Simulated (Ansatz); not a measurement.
Ansatz (a quantum-chemistry and plane-wave program) input:
A basis named .json is the Basis Set Exchange file of that set.

Ansatz 0.2 input:
```yaml
crystal:
  periodic: [false, false, false]
  atoms:
    - {symbol: F, position_ang: [-0.00000000, -0.00000000, -0.69824324]}
    - {symbol: F, position_ang: [0.00000000, 0.00000000, 0.69824324]}
basis:
  gaussian:
    orbitals: def2-TZVPPD.json
magnetization: {spin_polarized: true, initial_magnetization: 2}
correlation: {method: ccsd_t, electrons: outside_noble_gas}
```

**Question.** What final total energy does it print?

**Answer.** -199.17786 Eh (CCSD(T)/def2-TZVPPD). The basis has 80 functions.

This state (charge 0, triplet) is run at the relaxed geometry of the species with charge 0 and multiplicity 1, and is a spin state other than that species' own.

The program attaches cautions to this result: other roots.
